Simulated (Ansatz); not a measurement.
Cubic perovskite KTaO3: PBE at its full settings (plane-wave cutoff 520 eV, 8×8×8 k mesh, Fermi–Dirac smearing 0.01 eV, scalar-relativistic PAW data made under PBE) and at cheaper ones, in a cell of 5 atoms with Γ-centred meshes.

```tsv
level and setting	equilibrium lattice constant a (Å)	bulk modulus (GPa)
PBE (Ansatz)	4.025	188
PBE (Γ point alone) (Ansatz)	4.409	80.6
PBE (2×2×2 k mesh) (Ansatz)	4.037	186
PBE (4×4×4 k mesh) (Ansatz)	4.025	188
PBE (6×6×6 k mesh) (Ansatz)	4.025	188
PBE (Fermi-Dirac smearing of 0.3 eV) (Ansatz)	4.025	187
```

Largest shifts from the full settings: lattice constant a +9.54 % (PBE (Γ point alone)); bulk modulus -57 % (PBE (Γ point alone)), against a difference of -14.5 % of the full result from the reference 220 GPa (measured, temperature not stated, no zero-point or thermal correction; as tabulated in Tinte et al. (1998), arXiv:cond-mat/9809379).

Caveats: the relaxation could not lower the start's symmetry, so the cell can be a saddle point above a distorted one (PBE, PBE (Γ point alone), PBE (2×2×2 k mesh), PBE (4×4×4 k mesh), PBE (6×6×6 k mesh), PBE (Fermi-Dirac smearing of 0.3 eV)). Ansatz's density-functional and Hartree–Fock values are scalar-relativistic unless marked +SOC, with PAW data made under PBE.

Run with cheap settings on purpose, which may leave them unconverged: PBE (2×2×2 k mesh), PBE (4×4×4 k mesh), PBE (6×6×6 k mesh), PBE (Fermi-Dirac smearing of 0.3 eV), PBE (Γ point alone).

Ansatz is a first-principles code.
